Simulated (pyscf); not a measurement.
Structures and frequencies: ωB97X-D3(BJ)/def2-SVP in PySCF.

Q: PBE/def2-TZVP puts the barrier of H₃C–Ga(OH)–OH (SMILES [CH3][Ga]([OH])[OH]) + CH₃• (SMILES [CH3]) → H₃C–CH₃ (SMILES CC) + [HO–Ga–OH]• (SMILES [OH][Ga][OH]) (substitution at C; doublet surface; C–Ga broken, C–C formed) at 19.5 kcal/mol and the reaction energy at -20.2 kcal/mol, from the separated reactants. What do r²SCAN/def2-TZVP, M06-2X/def2-TZVP, ωB97M-D3(BJ)/def2-TZVP give on the same structures?

A: r²SCAN: ΔE‡ = 25.5 kcal/mol, ΔE = -14.8 kcal/mol; M06-2X: ΔE‡ = 28.3 kcal/mol, ΔE = -17.9 kcal/mol; ωB97M-D3(BJ): ΔE‡ = 30.0 kcal/mol, ΔE = -17.8 kcal/mol. PBE's barrier lies under all of them, by 6.0 to 10.5 kcal/mol. Its reaction energy lies under all of them, by 2.2 to 5.3 kcal/mol. This is the saddle that the search found; another between the same sides may lie lower. The angle at the attacked C is 174°. Elements up to Kr have no core potential and no relativistic terms here.
